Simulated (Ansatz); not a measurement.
# AlHO (singlet): the correlation ladder at distance Al1–H3 = 1.417 Å, 6-31G

One table from this session's results is given with a row withheld; the runs are named, their logs left out.

Program: Ansatz 0.2.0, Gaussian basis. Level of theory: 6-31G, core rule «outside noble gas», up to 6 orbitals frozen. These are calculated values, not measurements.

To be run: UHF; CCSD(T) on RHF; BCCD(T) on RHF; CISD; CCSDT(Q) on RHF; CISDTQ; CCSDTQ on RHF; CASSCF and MRCISD+Q, 2 electrons in 2 orbitals; CASSCF and NEVPT2, 2 electrons in 2 orbitals; Full CI.

24 further runs of the same task are left out: 6 for a known fault of the program, 2 for a mislabelled method, 9 that didn't finish, 7 set aside as unsound or not needed.

## The geometry

The geometry derives from a PBE0/def2-TZVP stationary point (not a proven minimum). One bond is set to the value named and the two fragments are kept rigid.

3 atoms, charge 0, spin multiplicity 1.

Atoms are counted from 1 here; the program's logs count them from 0.

Bond lengths: Al1–O2 1.594 Å, Al1–H3 1.417 Å. Angles: O2–Al1–H3 180.0°.

As a file:

```xyz
3
AlHO
Al    0.00000    0.00000    0.05892
O     0.00000    0.00000   -1.53483
H     0.00000    0.00000    1.47592
```

The first run:

in.yaml reads:

```yaml
crystal:
  periodic: [false, false, false]
  atoms:
    - {symbol: Al, position_ang: [0.000000, 0.000000, 0.058916]}
    - {symbol: O, position_ang: [0.000000, 0.000000, -1.534832]}
    - {symbol: H, position_ang: [0.000000, 0.000000, 1.475916]}
basis:
  gaussian: {orbitals: 6-31G}
magnetization: {spin_polarized: true, initial_magnetization: 0}
hamiltonian: {xc: hf}
output: {orbitals: {seedname: orbitals}}
```

Command:

```sh
$ ansatz run in.yaml --threads 1 --pin off --events-out ev --progress --plain --max-ram 2393MiB
```

Among the steps run: UHF; CCSD(T) on RHF; BCCD(T) on RHF; CISD; CCSDT(Q) on RHF; CISDTQ; CCSDTQ on RHF; CASSCF and MRCISD+Q, 2 electrons in 2 orbitals; CASSCF and NEVPT2, 2 electrons in 2 orbitals; Full CI.

One of the session's tables, all rows but one given; the rest of the session is left out.

| method | from FCI (kJ/mol) |
| --- | --- |
| RHF | +527.0 |
| RMP2 | +14.0 |
| CISD | +63.7 |
| RCCSD | +30.6 |
| RCCSD(T) | +4.2 |
| BCCD(T) | +2.7 |
| RCCSDT | +2.3 |
| CISDTQ | ? |
| RCCSDT(Q) | -2.0 |
| RCCSDTQ | -0.7 |
| CASSCF pair | +466.5 |
| NEVPT2 pair | +22.6 |
| MRCISD pair | +53.9 |
| MRCISD+Q pair | +15.9 |
| FCI | 0 |

**Question.** Estimate the row for CISDTQ.

The run gave: from FCI (kJ/mol): +4.8. In the column «from FCI (kJ/mol)» it lies between RCCSD(T) (+4.2) and RMP2 (+14.0).

To keep in mind: RCCSDT(Q), RCCSDTQ fall below full CI, which methods that aren't variational can do.
